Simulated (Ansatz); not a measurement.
fcc Pb was calculated with LDA (Ansatz, a quantum-chemistry and plane-wave program, plane waves, PAW).

A relaxed, unreconstructed slab of the (100) face has 6 atoms, two equal faces of 11.914 Å² each and an energy of -69613.4338 eV. A bulk cell of 2 atoms with the same orientation and in-plane k mesh has -23204.7143 eV. Energies are extrapolated to zero smearing.

Run with plane-wave cutoff 500 eV, 16×16×1 k mesh (along the axes of the cell as run), Fermi–Dirac smearing 0.1 eV, scalar-relativistic PAW data made under PBE.

Worked out: γ = (E_slab − N E_bulk per atom)/2A = [-69613.4338 − 6 × (-23204.7143/2)]/(2 × 11.914) = 0.0298 eV/Å². With 16.022 J/m² per eV/Å² this is 0.48 J/m², or 0.35 eV per surface cell and face.
